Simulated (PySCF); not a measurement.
Problem. Write Cartesian coordinates for `B[C]F` [triplet] as optimised with PBE0-D3(BJ)/def2-SVP. (Triplet state.)

Solution. 
```xyz
5
CH2BF angstrom
B     -0.571   -0.025    0.002
C      0.868   -0.488   -0.031
F      1.956    0.202   -0.034
H     -0.786    1.164    0.032
H     -1.449   -0.848   -0.002
```

Any rigid rotation of these coordinates is as good. Atoms count from 1 in this order. B1 (boron bonded to C and 2 H) is planar (angles 122.8°, 119.0° and 118.1°, sum 360.0°, 0.00 Å off the plane of its three neighbours).

Bonds between heavy atoms (Å): B1–C2 1.511, C2–F3 1.289.

Computed, not measured: PySCF, PBE0-D3(BJ)/def2-SVP geometry optimisation, gas phase.

Point group: Cs (every atom within 0.08 Å of its image). Whether it is a minimum is left open (no frequencies). ⟨S²⟩ = 2.004 (exact for a triplet: 2.00). This triplet need not be the ground state; the singlet was not compared here. Torsions: H–B1–C2–F3 0° and 180°.

One conformer stands for the species.
